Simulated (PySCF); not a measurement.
Compound: trans 3-chloropropionitrile, C3H4ClN.
Atom-mapped SMILES: `[N:1]#[C:2][CH2:3][CH2:4][Cl:5]` (hydrogens: H6, H7 on C3; H8, H9 on C4)

The same species was optimised twice, with GFN2-xTB and with PBE0-D3(BJ)/def2-SVP (PySCF), and the same property calculations (PySCF, gas phase) were run on both structures.

```
      coordinate  GFN2-xTB  PBE0-D3(BJ)/def2-SVP  change
       C2–C3 (Å)     1.443                 1.458  +0.015
       N1≡C2 (Å)     1.142                 1.157  +0.015
      C4–Cl5 (Å)     1.787                 1.779  -0.008
       C4–H8 (Å)     1.090                 1.098  +0.008
       C4–H9 (Å)     1.090                 1.098  +0.008
       C3–H6 (Å)     1.093                 1.101  +0.008
       C3–H7 (Å)     1.093                 1.101  +0.008
       C3–C4 (Å)     1.526                 1.524  -0.002
    H6–C3–H7 (°)     108.5                 107.0    -1.5
    C2–C3–C4 (°)     110.1                 111.5    +1.4
    H8–C4–H9 (°)     109.7                 108.5    -1.2
    N1–C2–C3 (°)     179.4                 178.4    -1.0
   Cl5–C4–H8 (°)     107.3                 107.9    +0.6
   Cl5–C4–H9 (°)     107.3                 107.9    +0.6
    C4–C3–H7 (°)     110.3                 110.0    -0.3
    C4–C3–H6 (°)     110.3                 110.0    -0.3
C2–C3–C4–Cl5 (°)       180                   180       0
```

Rotational constants: A = 27214, B = 1521, C = 1468 MHz (GFN2-xTB) against A = 27297, B = 1504, C = 1451 MHz (PBE0-D3(BJ)/def2-SVP). Point groups within 0.08 Å: Cs and Cs. Atoms that the bonding makes alike are paired by their places after alignment.

On the GFN2-xTB structure: HOMO (eV) -9.05 [PBE0/pcSseg-1]; LUMO (eV) -0.24 [PBE0/pcSseg-1]; dipole (D) 1.90 [PBE0/pcSseg-1]; GIAO shielding of N1 (ppm) -35.9 [PBE0/pcSseg-1]; GIAO shielding of C2 (ppm) 66.6 [PBE0/pcSseg-1]; GIAO shielding of C3 (ppm) 165.0 [PBE0/pcSseg-1]; GIAO shielding of C4 (ppm) 140.2 [PBE0/pcSseg-1]; GIAO shielding of Cl5 (ppm) 839.0 [PBE0/pcSseg-1].

Question: What do these properties become on the PBE0-D3(BJ)/def2-SVP structure?

Answer: 
| property | level | on GFN2-xTB | on PBE0-D3(BJ)/def2-SVP | change |
| --- | --- | --- | --- | --- |
| HOMO (eV) | PBE0/pcSseg-1 | -9.05 | -9.06 | -0.01 |
| LUMO (eV) | PBE0/pcSseg-1 | -0.24 | -0.27 | -0.03 |
| dipole (D) | PBE0/pcSseg-1 | 1.90 | 1.98 | +0.08 |
| energy, GFN2-xTB geometry as zero (kcal/mol) | PBE0/pcSseg-1 | 0.0 | -0.2 | -0.2 |
| GIAO shielding of N1 (ppm) | PBE0/pcSseg-1 | -35.9 | -43.6 | -7.7 |
| GIAO shielding of C2 (ppm) | PBE0/pcSseg-1 | 66.6 | 63.8 | -2.8 |
| GIAO shielding of C3 (ppm) | PBE0/pcSseg-1 | 165.0 | 162.3 | -2.7 |
| GIAO shielding of C4 (ppm) | PBE0/pcSseg-1 | 140.2 | 140.3 | +0.1 |
| GIAO shielding of Cl5 (ppm) | PBE0/pcSseg-1 | 839.0 | 842.2 | +3.2 |

The heavy atoms differ by 0.018 Å rms after alignment. Among all bonds N1≡C2 and C2–C3 change most and about equally (+0.015 Å). Changes are differences of the printed values. Neither structure is proved a minimum here.

Shape of the structure used: `[N:1]#[C:2][CH2:3][CH2:4][Cl:5]`: C2–C3–C4–Cl5 180°.
